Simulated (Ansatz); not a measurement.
System: cubic perovskite CsSnBr3. Method: rVV10 (Ansatz, a quantum-chemistry and plane-wave program, PAW).

Run with plane-wave cutoff 500 eV, 8×8×8 k mesh, Fermi–Dirac smearing 0.05 eV, scalar-relativistic PAW data made under PBE.

Cell (relaxed at this level):

CsSnBr₃ is modelled in the cubic space group Pm-3m (No. 221), the cubic perovskite structure, Pearson symbol cP5. Cell: a = 5.839 Å, b = 5.839 Å, c = 5.839 Å, α = 90.00°, β = 90.00°, γ = 90.00°. Cs on 1a has 12 Br at 4.129 Å (cuboctahedral). Sn on 1b is coordinated by 6 Br at 2.919 Å (octahedral). Br on 3c is coordinated by 2 Sn at 2.919 Å and 4 Cs at 4.129 Å (octahedral). (Neighbours: up to the widest gap in distance over summed covalent radii, below 1.35, at either atom; cation-cation and far metal-metal contacts left out.)

Give the computed band gap.


- band gap = 0.50 eV (on the SCF k mesh)

Note: the relaxation could not lower the start's symmetry, so the cell can be a saddle point above a distorted one.

Spin–orbit coupling is not included.

Computing time: about 70 core-seconds (a rough figure).
